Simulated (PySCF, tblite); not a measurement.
How well do the runs reproduce experiment for difluoromethane?

**The experiment to reproduce.**

From NIST CCCBDB Release 22 (SRD 101), experimental dipoles, for the gas: dipole moment (microwave Stark effect) 1.97 D.

NIST CCCBDB Release 22 (SRD 101), experimental polarizabilities lists, for the gas: mean polarisability 2.761 Å³.

From CRC Handbook of Chemistry and Physics, for the gas at 298.15 K: standard entropy 246.7 J/(mol K).

From Chong, Molecules 2021, 26, 1947 (electron spectra of vapor-phase indole and four azaindoles), for the gas: F 1s binding energy of F1/F3 693.65 eV.

The results are set against them at the end.

Species: difluoromethane, CH₂F₂.
Atom-mapped SMILES: `[F:1][CH2:2][F:3]` (hydrogens: H4, H5 on C2)

Cartesian coordinates in Å at the GFN2-xTB level; atoms count from 1:
```
atom  x, y, z in Å
F1    -1.0618    0.7495   -0.0673
C2    -0.0007   -0.0729   -0.0014
F3     1.1126    0.6798    0.0213
H4    -0.0572   -0.6504    0.9316
H5     0.0157   -0.7031   -0.9013
```

The PySCF runs (gas phase, on this GFN2-xTB geometry; non-relativistic but for the core-level run):

```tsv
level	job	basis functions
PBE0/pcSseg-1	shieldings, charges and field gradients	61
B3LYP/def2-SVPD	8 singlets by full TDDFT, 3 Tamm–Dancoff triplets, polarisability	82
B3LYP/pcJ-1	spin–spin couplings from 5 perturbed nuclei	101
delta-SCF UKS SCAN, pcX-2 on the ionised atom, pcseg-1 elsewhere, spin-free X2C	ΔSCF core ionisation, 2 holes	83
```

GFN2-xTB wavenumbers (cm⁻¹, harmonic, unscaled, at the method's own geometry): 479, 1061, 1063, 1075, 1204, 1307, 1406, 2922, 2924. Point group C2v, symmetry number 2. Entropy at 298.15 K and 1 bar in J/(mol K): translation 158.1, rotation 84.9, vibration 4.2.

**Comparison with experiment**

**Dipole moment.** Measured: 1.97 D (NIST CCCBDB Release 22 (SRD 101), experimental dipoles).

| level | computed (D) | computed − measured (D) | % (from the printed values) |
| --- | --- | --- | --- |
| PBE0/pcSseg-1 | 1.95 | -0.02 | -1 |
| B3LYP/def2-SVPD | 1.93 | -0.04 | -2 |
| B3LYP/pcJ-1 | 1.94 | -0.03 | -2 |

Closest is PBE0/pcSseg-1 (-0.02 D), furthest B3LYP/def2-SVPD (-0.04 D); one molecule doesn't rank methods. All 3 levels lie below the measurement. The computed dipoles belong to one fixed geometry; measured ones are averaged over vibrations unless marked μe. Magnitudes are compared, not signs.

**Mean polarisability.** Measured: 2.761 Å³ (NIST CCCBDB Release 22 (SRD 101), experimental polarizabilities).

```
          level  computed (Å³)  computed − measured (Å³)  % (from the printed values)
B3LYP/def2-SVPD          2.608                    -0.153                           -6
```

The computed values are static and purely electronic, with core orbitals frozen in the response (1 au = 0.148185 Å³). The table of measured values doesn't say here whether a value is static or optical, or holds a vibrational part.

**Standard entropy at 298.15 K.** Measured: 246.7 J/(mol K) (298.15 K; CRC Handbook of Chemistry and Physics).

```csv
level,computed (J/(mol K)),computed − measured (J/(mol K)),% (from the printed values)
"GFN2-xTB, rigid rotor and harmonic oscillator",247.3,+0.6,0
```

Ideal gas at 1 bar, most abundant isotopes; table values of this kind come from calorimetry or from spectroscopic constants.

**Core binding energies.** Delta-SCF UKS SCAN, pcX-2 on the ionised atom, pcseg-1 elsewhere, spin-free X2C in PySCF 2.14.0.

```
level and atom  computed (eV)  measured (eV)  computed − measured (eV)
   F 1s, F1/F3         693.69         693.65                     +0.04
```

Sources, in the order of the opening: Chong, Molecules 2021, 26, 1947 (electron spectra of vapor-phase indole and four azaindoles). The computed values are vertical, without vibrational structure; measured positions hang on the energy calibration. The first atom of each set that the bonding makes equivalent was ionised and stands for the set.

The geometry is computed, not the measured one. Where a level misses, the cause wasn't examined.
